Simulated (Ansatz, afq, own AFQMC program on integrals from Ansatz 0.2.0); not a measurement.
SiHCl, triplet in cc-pVTZ, levels against CCSDT(Q)

```xyz
3

Cl    0.0000    0.0000   -1.4636
H     0.0000    0.0000   -0.1848
Si    0.0000    0.0000    1.6484
```

Connectivity, by distances: Cl ··· Si, 1 bridging H.

Basis cc-pVTZ. Noble-gas cores (and the filled d shells of Ga–Kr and In–Xe) are frozen. Ansatz 0.2.0 and our own AFQMC program on the same integrals; the CISD trial comes from CCSD amplitudes, and released means the phaseless constraint is let go. Error bars are statistical, one sigma.

Determinant: UHF, the one that the program's search chose, which needn't be the lowest solution. The geometry is a point of a scan.

No full CI on the walks' own integrals is used here; CCSDT(Q) serves as the reference and is uncertain by about the last step of the cluster series.

Cautions: lower spins were not checked.

* T1 diagnostic: 0.0107
* weight of the determinant in the CISD state: 0.860
* ⟨S²⟩ of the determinant: 2.020
* size of the correlated space: 12 electrons in 72 orbitals

Reference: CCSDT(Q), correlation energy -8.750 eV. The released energy is read at 2.40 1/Eh (meV from the phaseless value at times in 1/Eh: -2 ± 3 at 0.24, -12 ± 3 at 0.51, -20 ± 4 at 0.99, -17 ± 4 at 1.62, -18 ± 5 at 2.40).

```json
{"level": "HF", "E − E(reference) (mEh)": "321.56", "share of correlation (%)": "0.00"}
{"level": "MP2", "E − E(reference) (mEh)": "48.94", "share of correlation (%)": "84.78"}
{"level": "CCSD", "E − E(reference) (mEh)": "13.89", "share of correlation (%)": "95.68"}
{"level": "CCSD(T)", "E − E(reference) (mEh)": "1.80", "share of correlation (%)": "99.44"}
{"level": "CCSDT", "E − E(reference) (mEh)": "0.55", "share of correlation (%)": "99.83"}
{"level": "ph-AFQMC/CISD", "E − E(reference) (mEh)": "0.59 ± 0.20", "share of correlation (%)": "99.82"}
{"level": "released AFQMC", "E − E(reference) (mEh)": "-0.08 ± 0.20", "share of correlation (%)": "100.02"}
```

A walk keeps the symmetry of its determinant, which the program's search chose and which needn't be the lowest solution, so a lower state of the same spin and another symmetry isn't excluded. Released energies are given only where the last usable release times agree within the noise; a slower fall can still hide under it.
